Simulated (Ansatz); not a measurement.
Mulliken charges of C₃H₅NO, SMILES `CC1=C(O)N1` from r2SCAN/def2-TZVPP in Ansatz (PBE0-D4/def2-TZVP geometry).

```
atom   x (Å)   y (Å)   z (Å)  charge (e)
  C1  -0.285  -0.933  -1.326      -0.094
  C2   0.036  -0.136  -0.151      -0.068
  C3   0.145   0.263   1.051       0.291
  O4   0.223   0.064   2.354      -0.290
  N5   0.000   1.410   0.198      -0.402
  H6  -1.238  -0.609  -1.757       0.065
  H7  -0.369  -1.987  -1.052       0.065
  H8   0.479  -0.843  -2.104       0.057
  H9   0.162   0.923   2.788       0.224
 H10   0.931   1.796   0.001       0.153
```

Question: By hand: the dipole of these point charges (1 e Å = 4.8032 D).

Answer: Σ q r = (0.103, -0.147, 0.001) e Å, of length 0.179 e Å = 0.86 D.

Question: How does the dipole of the full density compare? (An estimate is asked.)

Answer: Ansatz gave: (0.179, -0.052, 0.080) e Å, 0.97 D; the point charges give 0.89 times that, at 44° from its direction.

Point charges leave out the atoms' own dipoles, such as those of lone pairs, and Mulliken's split depends on the basis, so the two needn't agree.
